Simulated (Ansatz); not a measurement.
# Pb (Pb, fcc): the cost of one run

Method: DFT LDA (PW92), plane waves (420 eV) with PAW, scalar-relativistic; PBE-made PAW files, in Ansatz 0.2.0.

### Step 1. The starting structure

It takes space group Fm-3m (No. 225, cubic). Conventional cell: a = 4.950 Å, b = 4.950 Å, c = 4.950 Å, α = 90.00°, β = 90.00°, γ = 90.00°. Pb (site symmetry m-3m) has 12 Pb at 3.50 Å as nearest neighbours.

As a file:

```cif
data_structure
_symmetry_space_group_name_H-M 'P 1'
_symmetry_Int_Tables_number 1
_cell_length_a 3.5005
_cell_length_b 3.5005
_cell_length_c 3.5005
_cell_angle_alpha 60.000
_cell_angle_beta 60.000
_cell_angle_gamma 60.000
_cell_volume 30.33
loop_
_atom_site_label
_atom_site_type_symbol
_atom_site_fract_x
_atom_site_fract_y
_atom_site_fract_z
_atom_site_occupancy
Pb1 Pb 0.00000 0.00000 0.00000 1
```

### Step 2. Relaxation of the cell

File input.yaml:

```yaml
crystal:
  lattice:
    - [0.0, 2.47525, 2.47525]
    - [2.47525, 0.0, 2.47525]
    - [2.47525, 2.47525, 0.0]
  atoms:
    - { symbol: Pb, position: [0.0, 0.0, 0.0] }
hamiltonian:
  xc: lda
  pseudopotentials:
    kind: paw
    azcp:
      Pb: "pseudopotentials/Pb.paw.azcp"
basis:
  ecutwfc: 420
  fft_grid_basis: typed
kpoints:
  mp_grid: { grid: [11, 11, 11], shift: [0, 0, 0] }
magnetization:
  spin_polarized: false
scf:
  occupations: { method: fermi_dirac, width: 0.1 }
relax:
  max_steps: 60
  f_tol: 0.01
  cell: {}
```

**Question.** How long does this run take on 1 thread of an x86-64 CPU, shared host, and how much memory does it need?

About 6.3 s, with a peak of 0.5 GiB.
